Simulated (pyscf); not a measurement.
This saddle point was located with ωB97X-D3(BJ)/def2-SVP in PySCF.

```
Ru
O 1 1.6434
O 1 1.6435 2 111.60
O 1 1.6505 2 105.31 3 113.76
O 1 1.7920 2 117.57 4 105.98
H 5 1.1060 1 89.38 2 68.93
F 6 1.2914 5 133.80 1 0.00
```
Charge 0, spin multiplicity 1.

Surface: singlet, charge 0. Lowest wavenumbers (cm⁻¹): 827i, 149, 277, 305, 364.

Question: What reaction is this the transition state of?

Answer: O=Ru(=O)(=O)=O + HF ⇌ O=Ru(=O)(=O)(OH)–F, an addition across a multiple bond or ene-type step read from left to right: F–H broken and F–Ru, H–O formed. At ωB97M-D3(BJ)/def2-TZVP it lies +26.1 kcal/mol from the left side and +6.7 kcal/mol from the right (each side as separated species at their lowest minima found). This is the saddle that the search found; another between the same sides may lie lower. One closed-shell reference is unstable to symmetry breaking; treat the single-reference values with care. Elements past Kr carry the def2 core potentials, without spin-orbit coupling.
